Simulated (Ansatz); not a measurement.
**H2Se, singlet along the angle H2-Se1-H3**

Starting geometry (PBE0/def2-TZVP stationary point for this spin, not checked as a minimum):

```yaml
atoms:
  - { symbol: Se, position_ang: [0.0000, -0.0256, 0.0000] }
  - { symbol: H, position_ang: [0.0000, 1.0009, -1.0478] }
  - { symbol: H, position_ang: [0.0000, 1.0009, 1.0478] }
```

From there the angle named below is changed in its plane at fixed bond lengths, both arms turning rigidly about the middle atom; atoms are numbered as listed. Energies are in kcal/mol, counted from the starting geometry at the same level.

Basis cc-pVDZ; Ansatz 0.2.0. Correlated methods freeze the noble-gas cores and the filled d shells of p-block atoms. R marks a restricted (for open shells ROHF) determinant, U an unrestricted one. Active spaces: valence = (8e, 6o) chosen from the atoms' valence shells. No spin–orbit coupling is included, and no scalar relativity.

Runs in a small pair space aren't shown, since their orbitals change along the scan. A value is left out where its run failed or describes another state than the reference as far as symmetry and spin tell, or, spin-broken singlets apart, can't be checked.

Full CI is exact within this basis and frozen core; it isn't the basis-set limit. The frozen core follows each run's orbitals, which can shift R against U totals by a few meV for light atoms and by up to 0.1 eV past Ca.

```tsv
angle H2-Se1-H3 (°)	full CI	unpaired electrons (full CI)	error RHF	error UHF	error RMP2	error RCCSDTQ	error NEVPT2 (valence space)	error MRCISD+Q (valence space)
68.0	8.9	0.05	2.8	2.8	0.0	0.0	-0.4	0.0
91.2	0.0	0.05	0.0	0.0	0.0	0.0	0.0	0.0
91.8	0.0	0.05	0.0	0.0	0.0	0.0	0.0	0.0
107.6	4.2	0.05	-0.4	-0.4	0.0	0.0	0.0	0.0
124.6	16.8	0.05	0.4	0.4	0.2	0.0	0.0	0.0
142.6	37.6	0.06	2.5	2.5	0.6	0.0	0.2	0.1
154.6	54.2	0.07	4.5	4.5	0.9	0.0	0.5	0.2
180.0	79.2	0.09	7.9	–	0.5	0.0	0.4	0.2
```

Unpaired electrons are Σ n²(2−n)² over natural occupations. Errors are those of relative energies. In total energy the starting point itself misses full CI by: RHF 96.1, UHF 96.1, RMP2 15.9, RCCSDTQ 0.0, NEVPT2 (valence space) 16.6, MRCISD+Q (valence space) -0.2 kcal/mol.

Spread of the error over the points with a reference, to 180.0 ° (largest less smallest): RCCSDTQ 0.0, MRCISD+Q (valence space) 0.2, NEVPT2 (valence space) 0.9, RMP2 0.9, UHF 4.9 (7 of 8 points), RHF 8.3 kcal/mol.
